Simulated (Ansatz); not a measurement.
One change: `N=C(F)C=O` becomes `CC(=N)C=O`.

Ansatz, PBE0-D4/def2-TZVP geometries, multiplicity 1. Each molecule was computed in one conformer, which needn't be the lowest.

```tsv
property	`N=C(F)C=O`
HOMO–LUMO gap (B3LYP/def2-TZVPP) / eV	5.32
HOMO–LUMO gap (PBE/def2-TZVPP) / eV	3.04
LUMO energy (ωB97M-V/def2-TZVPP) / eV	-0.26
size of the dipole moment (B3LYP/def2-TZVPP) / D	1.96
zero-point energy (PBE0-D4/def2-TZVP) / kJ/mol	112.9
HOMO–LUMO gap (PBE0/def2-TZVPP) / eV	5.81
```

**Question.** What does the change do to each property? (An estimate is asked.)

**Answer.** Ansatz gave: 
```csv
property,`CC(=N)C=O`,shift
HOMO–LUMO gap (B3LYP/def2-TZVPP) / eV,4.85,-0.47
HOMO–LUMO gap (PBE/def2-TZVPP) / eV,2.69,-0.35
LUMO energy (ωB97M-V/def2-TZVPP) / eV,-0.08,0.18
size of the dipole moment (B3LYP/def2-TZVPP) / D,2.75,0.79
zero-point energy (PBE0-D4/def2-TZVP) / kJ/mol,205.6,92.7
HOMO–LUMO gap (PBE0/def2-TZVPP) / eV,5.31,-0.50
```

With PBE0 the HOMO rises by 0.70 eV and the LUMO rises by 0.21 eV, so the gap narrows by about 0.49 eV. PBE moves the HOMO by 0.54 eV and ωB97M-V by 0.75 eV. The zero-point energy changes by 92.7 kJ/mol with +9 modes. Dipoles are sizes alone; their direction can turn.

B3LYP here is the variant with VWN-RPA as its local correlation; programs differ in this.
